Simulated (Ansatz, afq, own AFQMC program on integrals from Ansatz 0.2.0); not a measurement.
Integrals from Ansatz 0.2.0, then the random walk in our own AFQMC program (afq).

```yaml
crystal:
  periodic: [false, false, false]
  atoms:
    - {symbol: Si, position_ang: [-0.665841, -0.005756, 0.000562]}
    - {symbol: B, position_ang: [2.101196, 0.018164, -0.001773]}
    - {symbol: H, position_ang: [-1.343726, 1.810789, 0.003804]}
    - {symbol: H, position_ang: [-1.318749, -0.924927, 1.577969]}
    - {symbol: H, position_ang: [-1.321452, -0.920302, -1.578411]}
basis:
  gaussian: {orbitals: cc-pVDZ}
magnetization: {spin_polarized: false}
correlation: {method: ccsd_t, electrons: outside_noble_gas, hamiltonian_folder: ham}
```

```sh
$ ansatz run in.yaml --threads 1 --pin off --events-out ev --progress --plain --max-ram 1382MiB
```

afq runs on the folder ham with

```
--method phaseless --trial hf --walkers 120 --populations 1 --least-time 40 --time-step 0.005 --steps-per-block 20 --equilibration-blocks 160 --max-blocks 600 --target-error 0.00228 --factor-cut 1e-05 --seed 9499 --taylor-order 6
```

Times are imaginary, in 1/Eh. The walk had a cap of 1579 s.

afq prints:

```
orbitals 41  electrons 5 5  factors 290 of 450
reference energy -315.05390076 Eh
CCSD correlation -0.22700285 Eh in 12 cycles, weight of the determinant in the CISD state 0.8015
energy of the start -315.053901 Eh
 block  time / (1/Eh)  mean weight  energy / Eh
     1     0.100  1.0020  -315.082827
     2     0.200  1.0007  -315.106664
     3     0.300  1.0009  -315.125405
     4     0.400  1.0005  -315.146737
     5     0.500  1.0008  -315.156019
     9     0.900  1.0008  -315.205598
    43     4.300  0.9989  -315.271687
    71     7.100  0.9994  -315.339891
    99     9.900  0.9993  -315.286261
   155    15.500  0.9997  -315.276990
   211    21.100  1.0012  -315.291346
   267    26.700  1.0005  -315.271456
   281    28.100  0.9993  -315.253950
   323    32.300  0.9981  -315.265770
   379    37.900  1.0007  -315.262638
   435    43.500  0.9991  -315.296722
   491    49.100  1.0008  -315.285790
   547    54.700  0.9980  -315.271946
blocks merged  error / Eh  count
     1  0.000786  400
     2  0.001014  200
     4  0.001282  100
     8  0.001543  50
    16  0.001757  25
    32  0.002316  12
energy -315.282334 +/- 0.001757 Eh
(rows thinned)
```

The run passed its tests (sampling time, drift between the halves within three errors, error under three times the target), which doesn't prove that it has relaxed.

Against this walk (error 47.8 meV) on the same determinant: CCSD(T) 200.8 meV lower, CCSDT(Q) 279.6 meV lower, a separate phaseless walk with a CISD trial and standard settings 234.3 ± 51.7 meV lower. The error is statistical and leaves out the bias of the constraint. None of these is a sure reference here.

Cautions: constraint bias not in the error; higher spins were not checked; restricted determinant unstable towards unrestricted (UHF 103 meV lower, ⟨S²⟩ 0.49); raised T1 diagnostic (T1 0.020, weight of the determinant 0.80, largest double 0.13); the bias of populations of 120 walkers isn't removed.

The walk took 78 s on 1 thread of Intel(R) Xeon(R) 6975P-C (Granite Rapids) (shared host). The log's last line is the phaseless energy.

CCSDT and higher add their correlation energy to the determinant of the CCSD(T) run, since their own runs factorise the integrals more tightly (a shift of under 2 meV). A walk keeps the symmetry of its determinant, which the program's search chose and which needn't be the lowest solution, so a lower state of the same spin and another symmetry isn't excluded.
